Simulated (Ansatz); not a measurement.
## Which isomer of CH2SSi gives these data?

These gas-phase data were calculated for one isomer of CH2SSi at PBE0-D4/def2-TZVP (harmonic, unscaled wavenumbers; equilibrium rotational constants with average atomic masses):

| Item | Value |
| --- | --- |
| rotational constants | 289.1, 3.507, 3.465 GHz |
| all wavenumbers above 1500 cm⁻¹ | 3282, 3176 |

Candidates:

(1) `[SiH2]=C=S`, a singlet
(2) `C=[Si]=S`, a singlet

Question: Which structure fits?

Answer: Candidate (2). No mode falls between 2000 and 2380 cm⁻¹, where the Si–H stretch of (1) would stand.

The same quantities for all candidates:

```
     rotational constants (GHz)  wavenumbers above 1500 cm⁻¹  E above the lowest, PBE0-D4/def2-TZVP (kcal/mol)
(1)          116.5, 2.918, 2.89                   2203, 2181                                              28.8
(2)         289.1, 3.507, 3.465                   3282, 3176                                               0.0
```

Harmonic stretches to hydrogen usually lie a few per cent above observed fundamentals. Each candidate is one conformer. Programs: Ansatz 0.2.0.
